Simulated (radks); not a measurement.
**P⁴⁺ in [He] 2s2 2p5 3s1 3d1: an all-electron calculation**

One table from this session's results is given with a row withheld; the runs are named, their logs left out.

Method: Dirac Kohn-Sham, LDA (Slater exchange, Perdew-Wang correlation), spin-unpolarised, spherical densities, finite nucleus; open shells are shared between the two j in proportion to 2j + 1. Code: radks (a radial shooting solver on a logarithmic mesh, Libxc functionals) version 1.

## The atom as given

* element: phosphorus (Z = 15)
* charge: +4
* electrons: 11
* configuration: [He] 2s2 2p5 3s1 3d1
* nuclear rms radius: 3.1889 fm

The outer shells:

P⁴⁺
```
[He] core
2s [↑↓]
2p [↑↓][↑↓][↑ ]
3s [↑ ]
3d [↑ ][  ][  ][  ][  ]
```

The first run:

Settings of this run:

```text
Z 15
configuration [He] 2s2 2p5 3s1 3d1 3p0 4s0
relativity Dirac
functional lda,pw
spin unpolarised
j_filling average
nucleus finite rms 3.1889 fm
c 137.035999084
```

On the command line:

```bash
python run_ks.py task.json out
```

This one command runs every case of the session in turn.

Steps of the session up to this table: Self-consistent calculation.

One table of the session follows, with a row left open; its other results are not shown here.

It belongs to the step «Shells». From the orbitals of this run (lengths in bohr):

| level | <r> | outermost maximum (interpolated) | 90 % within | nodes |
| --- | --- | --- | --- | --- |
| 1s1/2 | 0.1038 | 0.0678 | 0.185 | 0 |
| 2s1/2 | 0.5061 | 0.413 | 0.791 | 1 |
| 2p1/2 | ? | ? | ? | ? |
| 2p3/2 | 0.4637 | 0.345 | 0.769 | 0 |
| 3s1/2 | 1.512 | 1.35 | 2.22 | 2 |
| 3p1/2 | 1.600 | 1.42 | 2.39 | 1 |
| 3p3/2 | 1.604 | 1.42 | 2.40 | 1 |
| 3d3/2 | 1.732 | 1.44 | 2.69 | 0 |
| 3d5/2 | 1.733 | 1.44 | 2.69 | 0 |
| 4s1/2 | 3.193 | 3.10 | 4.54 | 3 |

Estimate the missing values for 2p1/2.

The run gave: <r>: 0.4617; outermost maximum (interpolated): 0.343; 90 % within: 0.766; nodes: 0. In the column «<r>» it lies between 1s1/2 (0.1038) and 2p3/2 (0.4637).
